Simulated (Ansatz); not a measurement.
# CH₅BS: one species, many methods

How much do the methods differ for CH₅BS? The plan is to run it at one geometry with functionals of several rungs and with coupled cluster, and see how far each lands from CCSD(T) at the basis-set limit for the atomisation energy.

Method: functionals in def2-TZVPP, the program's frozen cores in correlated methods; program: Ansatz 0.2.0, Gaussian basis.

The runs, in order: LDA (SPW92), PBE-D4, revPBE-D4, BLYP-D4, r2SCAN-D4, B97M-V, PBE0-D4, B3LYP-D4, r2SCANh-D4, r2SCAN0-D4, HSE06-D4, BHLYP-D4, CAM-B3LYP-D4, LC-ωPBE, ωB97X-V, ωB97M-V, B2PLYP, PBE-QIDH; CCSD(T)/def2-SVP; CCSD(T)/def2-TZVPP; MP2/def2-QZVPP; extrapolation to the limit; RPA on PBE.

**1. Structure used throughout**

The geometry comes from an earlier relaxation with PBE0-D4 in a triple-zeta def2 set; it is a stationary point, not always the lowest conformer.

SMILES `CBS`, 8 atoms, charge 0, spin multiplicity 1.

Atoms are counted from 1 here; the program's logs count them from 0.

Bond lengths: C1–B2 1.558 Å, C1–H4 1.096 Å, C1–H5 1.096 Å, C1–H6 1.092 Å, B2–S3 1.782 Å, B2–H7 1.195 Å, S3–H8 1.343 Å. Angles: B2–C1–H4 109.5°, B2–C1–H5 109.5°, B2–C1–H6 115.2°, H4–C1–H5 105.3°, H4–C1–H6 108.4°, H5–C1–H6 108.4°, C1–B2–S3 119.7°, C1–B2–H7 121.8°, S3–B2–H7 118.5°, B2–S3–H8 98.9°.

**2. LDA**

This LDA is Slater exchange with PW92 correlation.

Input file in.yaml:

```yaml
crystal:
  periodic: [false, false, false]
  atoms:
    - {symbol: C, position_ang: [-0.632711, 0.847926, -0.265769]}
    - {symbol: B, position_ang: [0.342611, -0.361826, -0.154305]}
    - {symbol: S, position_ang: [0.598103, -1.147999, 1.424469]}
    - {symbol: H, position_ang: [-1.413862, 0.622676, -1.001100]}
    - {symbol: H, position_ang: [-0.096794, 1.714406, -0.670285]}
    - {symbol: H, position_ang: [-1.113267, 1.144572, 0.668322]}
    - {symbol: H, position_ang: [0.932322, -0.785187, -1.103838]}
    - {symbol: H, position_ang: [1.475798, -2.091668, 1.046807]}
basis:
  gaussian: {orbitals: def2-TZVPP}
hamiltonian: {xc: lda}
output: {orbitals: {seedname: orbitals}}
```

After this run come: PBE-D4 (GGA); revPBE-D4 (GGA); BLYP-D4 (GGA); r2SCAN-D4 (meta-GGA); B97M-V (meta-GGA); PBE0-D4 (hybrid); B3LYP-D4 (hybrid); r2SCANh-D4 (hybrid); r2SCAN0-D4 (hybrid); HSE06-D4 (hybrid); BHLYP-D4 (hybrid); CAM-B3LYP-D4 (range-separated); LC-ωPBE-D4 (range-separated); ωB97X-V (range-separated); ωB97M-V (range-separated); B2PLYP (double hybrid); PBE-QIDH (double hybrid); CCSD(T) in def2-SVP; CCSD(T) in def2-TZVPP; MP2 in def2-QZVPP; RPA on PBE orbitals.

Q: Predict the results of all the runs planned. Wanted: atomisation energy, CCSD(T)/CBS; farthest beyond LDA; mean size of error, GGA; mean size of error, meta-GGA; mean size of error, hybrid; mean size of error, range-separated; mean size of error, double hybrid; gap, smallest and largest; T1 diagnostic.

As calculated:

| quantity | value |
| --- | --- |
| atomisation energy, CCSD(T)/CBS | 29.527 eV |
| functionals within 0.148 eV (0.5 %) | revPBE-D4, BLYP-D4, r2SCAN0-D4, LC-ωPBE, PBE-QIDH |
| farthest beyond LDA | PBE-D4 (+0.537 eV) |
| mean size of error, GGA | 0.209 eV |
| mean size of error, meta-GGA | 0.366 eV |
| mean size of error, hybrid | 0.223 eV |
| mean size of error, range-separated | 0.187 eV |
| mean size of error, double hybrid | 0.097 eV |
| gap, smallest and largest | 5.12 eV (LDA (SPW92)), 12.32 eV (LC-ωPBE) |
| T1 diagnostic | 0.0128 |
| triples share of the correlation energy | 3.9 % |

What this shows: The LDA atomisation energy is off by 3.858 eV (13 %): it overbinds. PBE-D4 misses by +0.537 eV. Double hybrids carry the basis error of their MP2 part in triple zeta, and no dispersion term here, so their miss is partly the set-up's. By mean error the best rung here is double hybrid (0.097 eV) and the worst beyond LDA is meta-GGA (0.366 eV). The reference freezes the cores and leaves out relativity and excitations past (T), so misses under about 0.148 eV can't be ranked. Hartree-Fock recovers 77 % of the binding; the rest is correlation. CCSD(T) in def2-SVP is off by -1.255 eV, which most functionals beat. The gap grows from 5.1 to 12.3 eV across the functionals, mostly with the share of exact exchange.
